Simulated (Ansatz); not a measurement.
in.yaml

```yaml
crystal:
  periodic: [false, false, false]
  atoms:
    - {symbol: B, position_ang: [0.000000, 0.000000, 0.001614]}
    - {symbol: C, position_ang: [0.000000, 0.000000, 1.465771]}
    - {symbol: H, position_ang: [0.000000, 0.000000, -1.467386]}
basis:
  gaussian: {orbitals: 6-31G}
correlation: {method: fic_mrcisd_q, electrons: outside_noble_gas, active_space: {window: {electrons: 8, orbitals: 9}, shells: [{species: B, l: s, shell: 2}, {species: B, l: p, shell: 2}, {species: C, l: s, shell: 2}, {species: C, l: p, shell: 2}, {species: H, l: s, shell: 1}]}}
```

```sh
$ ansatz run in.yaml --threads 1 --pin off --events-out ev --progress --plain --max-ram 2393MiB
```

The program prints:

```
443 factors; integrals over basis functions are off by at most 1.3e-7 eV
mean field evaluation 1: about -1708.9168 eV, gradient 1.3e1 eV
mean field evaluation 2: about -1708.9189 eV, gradient 1.3e1 eV
mean field evaluation 4: about -1709.7947 eV, gradient 2.1e0 eV
mean field evaluation 8: about -1709.8479 eV, gradient 7.2e-4 eV
mean field evaluation 16: about -1706.3252 eV, gradient 1.0e-1 eV
mean field evaluation 32: about -1709.8310 eV, gradient 9.9e-1 eV
mean field -1709.84793015 eV, -62.8357524563 hartree, gradient 4.0e-6 eV, S^2 0.000000; 5 other end points of the search recorded, 0 dependent functions left out; unrestricted orbitals would lower it
reference -1709.84793015 eV, -62.8357524563 hartree; 6, 6 occupied and 14, 14 virtual orbitals, 443 factors
state -1713.02827889 eV, -62.9526281168 hartree
contracted CI cycle   1: correlation 0.00000000 eV, 0.0000000000 hartree, residual 7.31e0 eV
contracted CI cycle   2: correlation -0.94591279 eV, -0.0347616540 hartree, residual 1.58e0 eV
contracted CI cycle   3: correlation -0.98789934 eV, -0.0363046311 hartree, residual 3.35e-1 eV
contracted CI cycle   4: correlation -0.98993907 eV, -0.0363795897 hartree, residual 8.58e-2 eV
contracted CI cycle   5: correlation -0.99006579 eV, -0.0363842466 hartree, residual 2.22e-2 eV
contracted CI cycle   6: correlation -0.99007429 eV, -0.0363845590 hartree, residual 5.32e-3 eV
contracted CI cycle   7: correlation -0.99007476 eV, -0.0363845762 hartree, residual 1.20e-3 eV
contracted CI cycle   1: correlation 0.00000000 eV, 0.0000000000 hartree, residual 7.31e0 eV
contracted CI cycle   2: correlation -0.94591279 eV, -0.0347616540 hartree, residual 1.58e0 eV
contracted CI cycle   3: correlation -0.98789934 eV, -0.0363046311 hartree, residual 3.35e-1 eV
contracted CI cycle   4: correlation -0.98993907 eV, -0.0363795897 hartree, residual 8.58e-2 eV
contracted CI cycle   5: correlation -0.99006579 eV, -0.0363842466 hartree, residual 2.22e-2 eV
contracted CI cycle   6: correlation -0.99007429 eV, -0.0363845590 hartree, residual 5.32e-3 eV
contracted CI cycle   7: correlation -0.99007476 eV, -0.0363845762 hartree, residual 1.20e-3 eV
state -1713.02827889 eV, -62.9526281168 hartree; corrected -1714.03826603 eV, -62.9897444598 hartree
Total energy: -1714.03826603 eV, -62.9897444598 hartree
Checks for a lower state left out: starts, orbital_swaps
```

Natural occupations: 1.9751 1.9533 1.9506 0.9670 0.9670 0.0578 0.0578 0.0534 0.0180.

For the same geometry and basis full CI lies 4.0 meV lower.

Ran on 1 thread of Arm Neoverse V2, shared host: 6 s wall, 0.32 GiB peak host memory.
